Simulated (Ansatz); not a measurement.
**NiAgO2 (P6_3/mmc)**

These are results of DFT r2SCAN, scalar-relativistic, plane waves, PAW in Ansatz 0.2.0, not measurements.

Settings: cutoff 500 eV, Γ-centred mesh 12×12×4 on the computed 8-atom cell, Gaussian smearing of 0.10 eV; collinear spin from starting moments 1.08 1.08 0 0 0 0 0 0 μB.

The structure is relaxed at this level of theory with its symmetry kept. Whether it is the stable form of this composition wasn't checked.

```
Ni Ag O
1.0
     2.92400    0.00000    0.00000
    -1.46200    2.53226    0.00000
     0.00000    0.00000   12.22415
Ni Ag O
2 2 4
Cartesian
  0.0000 0.0000 6.1121
  0.0000 0.0000 0.0000
  1.4620 0.8441 9.1681
  0.0000 1.6882 3.0560
  0.0000 1.6882 5.1374
  1.4620 0.8441 11.2495
  1.4620 0.8441 7.0868
  0.0000 1.6882 0.9747
```

| Property | Result |
| --- | --- |
| Space group | P6_3/mmc (No. 194) |
| Volume per atom | 11.31 Å³ |
| Formation energy from the elements' standard states (uncorrected) | -0.804 eV/atom |
| Generalised Kohn–Sham band gap | none (metal) |
| Density of states at the Fermi level | 3.22 states/eV per cell |
| Löwdin character within 0.5 eV of the Fermi level | O 2p 52 %, Ni 3d 38 % |
| Bader charges (e) | Ni (2 in the cell) 1.43, Ag (2 in the cell) 0.53, O (4 in the cell) -0.98 |
| Total moment | 2.00 μB per cell |
| Site moments (μB; atoms counted from 1 over the whole cell) | Ni (atom 1) 0.98, Ni (atom 2) 0.98 |

The state reached may not be the lowest one. Moments started parallel, and an antiferromagnetic order may lie lower.

Only this magnetic start was tried.

Cost: 1 run of about 8.6 core-minutes, on Intel Xeon Processor @ 2.50GHz (Skylake/Cascade Lake) (shared hosts).